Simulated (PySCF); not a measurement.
Property card for `CCCCCl`

C4H9Cl.
Z-matrix (Å and degrees, GFN2-xTB geometry), rows numbered from 1:
```
C 
C   1  1.5237
C   2  1.5286  1  111.49
C   3  1.5189  2  111.04  1  -179.81
Cl  4  1.7854  3  110.68  2  -179.92
H   1  1.0874  2  110.60  3   -60.11
H   1  1.0871  2  110.44  3   179.82
H   1  1.0874  2  110.48  3    59.84
H   2  1.0923  1  109.52  3   121.12
H   2  1.0923  1  109.40  3  -121.04
H   3  1.0918  2  109.58  1    59.26
H   3  1.0918  2  109.59  1   -58.96
H   4  1.0904  3  111.39  2    61.49
H   4  1.0904  3  111.44  2   -61.32
```

From GFN2-xTB geometry:

- Point group of the GFN2-xTB geometry: Cs
- Rotational constants A, B, C of the GFN2-xTB geometry: 16.834, 1.337, 1.278 GHz

**PBE0/pcSseg-1 ground state and GIAO shieldings, non-relativistic (PySCF)**

- Dipole moment: 2.34 D
- HOMO energy: -8.26 eV
- LUMO energy: 0.95 eV
- HOMO–LUMO gap: 9.21 eV
- Lowest Hirshfeld atomic charge: -0.11 e on C1
- Highest Hirshfeld atomic charge: +0.05 e on H13/H14
- 13C chemical shifts (computed TMS as zero) by class: 50.6 (C4), 41.7 (C3), 25.6 (C2), 16.7 (C1) ppm
- 1H chemical shifts (computed TMS as zero) by class: 3.45 (H13/H14), 1.64 (H11/H12), 1.18 (H9/H10), 1.08 (H6/H7/H8) ppm
- Isotropic shieldings of nuclei other than C and H, by class: 854 (Cl5) ppm
- Mayer bond orders between heavy atoms: C1–C2 1.07, C2–C3 1.02, C3–C4 1.02, C4–Cl5 0.99

Monoisotopic mass (most abundant isotopes): 92.0393 u.

In atomic units the dipole is 0.92 e·bohr (1 au = 2.5417 D). With B = h/(8π²I), that is 505.379 GHz u Å² over I, the principal moments of inertia are 30.0, 378.0 and 395.4 u Å² (most abundant isotopes). The rotational constants make it an asymmetric top with κ = (2B − A − C)/(A − C) = -0.99, nearer the prolate limit (−1).

The structure is a single GFN2-xTB conformer in the gas phase; no vibrational or solvent corrections. NMR classes are plain means over equivalent atoms (diastereotopic ones count apart unless rotation or inversion swaps them), as if these changed places fast; in this geometry the members of some classes differ.
